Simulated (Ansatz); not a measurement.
# [AlH2···H···H], doublet along the distance Al1-H4

All five atoms lie in one plane.

Starting geometry:

```yaml
atoms:
  - { symbol: Al, position_ang: [-0.0974, 0.0000, 0.0000] }
  - { symbol: H, position_ang: [-0.8903, 1.3734, 0.0000] }
  - { symbol: H, position_ang: [-0.8903, -1.3734, 0.0000] }
  - { symbol: H, position_ang: [1.4884, 0.0000, 0.0000] }
  - { symbol: H, position_ang: [2.8996, 0.0000, 0.0000] }
```

From there H4 is moved from one fragment to the other while all else, the fragments' distance too, stays fixed; atoms are numbered as listed. Energies are in eV, counted from the starting geometry at the same level. Kohn–Sham curves are unrestricted where that lies lower.

Basis 6-31G; Ansatz 0.2.0. Correlated methods freeze the noble-gas cores. R marks a restricted (for open shells ROHF) determinant, U an unrestricted one. Active spaces: valence = (7e, 8o) chosen from the atoms' valence shells.

Runs in a small pair space aren't shown, since their orbitals change along the scan.

Full CI is exact within this basis and frozen core; it isn't the basis-set limit. The frozen core follows each run's orbitals, which can shift R against U totals by a few meV.

| distance Al1-H4 (Å) | full CI | curve A | curve B | curve C | curve D |
| --- | --- | --- | --- | --- | --- |
| 1.475 | 0.144 | 0.209 | 0.179 | 0.144 | 0.116 |
| 1.586 | 0.000 | 0.000 | 0.000 | 0.000 | 0.000 |
| 1.681 | -0.024 | -0.093 | -0.055 | -0.026 | 0.011 |
| 1.776 | -0.033 | -0.169 | -0.085 | -0.036 | 0.049 |
| 1.871 | -0.095 | -0.275 | -0.150 | -0.095 | 0.035 |
| 1.967 | -0.253 | -0.434 | -0.289 | -0.247 | -0.098 |
| 2.062 | -0.491 | -0.630 | -0.491 | -0.476 | -0.348 |
| 2.157 | -0.737 | -0.807 | -0.696 | -0.712 | -0.625 |
| 2.252 | -0.868 | -0.862 | -0.790 | -0.832 | -0.785 |

Q: The curves come from NEVPT2 (valence space), PBE, UMP2, r2SCAN0. Compare each with full CI and say which is which.

A: A: PBE, B: r2SCAN0, C: NEVPT2 (valence space), D: UMP2. Spread of the error against full CI, over the points where both stand: A 0.247, B 0.134, C 0.038, D 0.182 eV. 

In so small a basis the reference is far from its limit while semilocal and hybrid functionals are nearer theirs, so the functionals' errors here hold much of the reference's basis and frozen-core error, which can add to them or hide them.
